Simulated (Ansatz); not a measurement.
Results of dielectric-dependent PBE hybrid (Ansatz, a first-principles code, plane waves, PAW) for diamond-structure Ge.

Input file:

Ansatz 0.2 input:
```yaml
crystal:
  lattice:
    - [0.0, 2.829, 2.829]
    - [2.829, 0.0, 2.829]
    - [2.829, 2.829, 0.0]
  atoms:
    - { symbol: Ge, position: [0.0, 0.0, 0.0] }
    - { symbol: Ge, position: [0.25, 0.25, 0.25] }
basis:
  ecutwfc: 460
  ecutrho_ratio: 4
  xc_grid: 2
kpoints:
  mp_grid: { grid: [8, 8, 8] }
hamiltonian:
  xc:
    exchange: pbe
    correlation: pbe
    exx: { coeff: inverse_dielectric }
  dispersion: none
  pseudopotentials: { kind: paw }
scf:
  occupations: { method: fermi_dirac, width: 0.01 }
  convergence: { dr2_threshold: 0.0000000002 }
output:
  forces: true
  stress: true
  eigenvalues: true
```

The run printed, among other lines:

```
WARN output.stress: scf.exx.energy_threshold = 1e-6 eV is looser than the 2e-8 eV advised for a stress under a hybrid functional (1e-8 eV for each atom of the …
Crystal: 2 atoms, lattice volume = 45.282 Å³
Basis set: ecut = 460 eV, 965 PW (Γ), exchange–correlation on 60×60×60 points (8 copies of the dense FFT grid, shifted against one another)
Bands: 18, of which v1, the nominal top of the filled ones, is band 14 counted from 1 (13 counted from 0)
Symmetry: 48 space group operations
Space group: Fd-3m (ITA 227), of the structure as read, at distance tolerance 3.6e-5 Å
k-points: 29 of 512
SCF iter   1: F=—  HF=-8589.930542 eV  |F-HF|=—  |Δ(HF+E_count)|=         —  Δρ=1.00e-3  dr2=5.11e-4
SCF iter   2: F=—  HF=-8589.930980 eV  |F-HF|=—  |Δ(HF+E_count)|=   4.38e-4  Δρ=4.86e-4  dr2=1.06e-4
  ...
SCF 1 converged in 6 iterations: F = -8589.931070 eV  dr2 = 1.35e-10
Crystal: 2 atoms, lattice volume = 45.282 Å³
Initial density: handed on by an earlier stage of this run
Functional: x = 0.9570975036204751 pbe(κ = 0.804, μ = 0.2195149727645171) + 0.04290249637952491 exact, c = pbe(β = 0.06672455060314922)
Crystal: 2 atoms, lattice volume = 45.282 Å³
SCF iter   4: F=—  HF=-8590.219668 eV  |F-HF|=—  |Δ(HF+E_count)|=   2.33e-5  Δρ=3.16e-6  dr2=7.11e-9
SCF iter   5: F=-8590.219668 eV  HF=-8590.219668 eV  |F-HF|=2.73e-11  |Δ(HF+E_count)|=   2.00e-9  Δρ=4.71e-7  dr2=1.43e-10
SCF 3 converged in 5 iterations: F = -8590.219668 eV  dr2 = 1.43e-10
Free energy (F): -8590.219668 eV
Internal energy: -8590.219668 eV  (E = F + TS)
E sigma→0 (E₀):  -8590.219668 eV
Fermi energy:    8.604566 eV
--- Forces (eV/Å), atoms counted from 1 ---
  atom   1  Ge     0.00000000    -0.00000000     0.00000000
  atom   2  Ge     0.00000000     0.00000000     0.00000000
--- Stress (GPa, compression-positive) ---
        3.055943      -0.000000      -0.000000
       -0.000000       3.055943      -0.000000
        0.000000      -0.000000       3.055943
  P = ⅓ Tr σ = 3.0559 GPa (30.559 kbar)
```

The PAW data were made under PBE.

Note: cell and atoms aren't relaxed at this level (pressure 3.1 GPa).

The result took about 2.9 core-minutes (a rough figure).
